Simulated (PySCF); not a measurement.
**SiCl: script and output**

The script input.py:

```python
from pyscf import gto, scf, mp

mol = gto.M(
    atom='Si 0 0 0; Cl 0 0 1.877',
    basis='sbkjc',
    ecp={'Si': 'sbkjc', 'Cl': 'sbkjc'},
    charge=0,
    spin=1,
    verbose=3,
)
mf = scf.UHF(mol)
mf.kernel()
mp.MP2(mf).kernel()
mf.dip_moment()
print('orbital energies (hartree):', [e[max(0, n-3):n+3].round(4) for e, n in zip(mf.mo_energy, mol.nelec)])
```

```bash
$ OMP_NUM_THREADS=1 python input.py
```

The log (some set-up lines and the per-cycle HOMO/LUMO lines with their warnings removed):

```
converged SCF energy = -18.3405231652005  <S^2> = 0.75409593  2S+1 = 2.0040917
E(UMP2) = -18.3928873120128  E_corr = -0.0523641468122964
E(SCS-UMP2) = -18.3941218652497  E_corr = -0.0535987000491947
Dipole moment(X, Y, Z, Debye):  0.00000,  0.00000, -0.81177
orbital energies (hartree): [array([-0.518 , -0.4438, -0.2834, -0.0032,  0.1128,  0.2571]), array([-0.517 , -0.5069, -0.4011,  0.0166,  0.0507,  0.1253])]
```

In short: E(SCF) = -18.340523 Eh, E(MP2) − E(SCF) = -0.05236 Eh, ⟨S²⟩ = 0.754, μz(SCF) = -0.81 D.

Run time: 0.62 s on 1 thread of Arm Neoverse V2 (shared host).

The bond length is a typed value, not an optimised one. No search for the lowest solution was made.
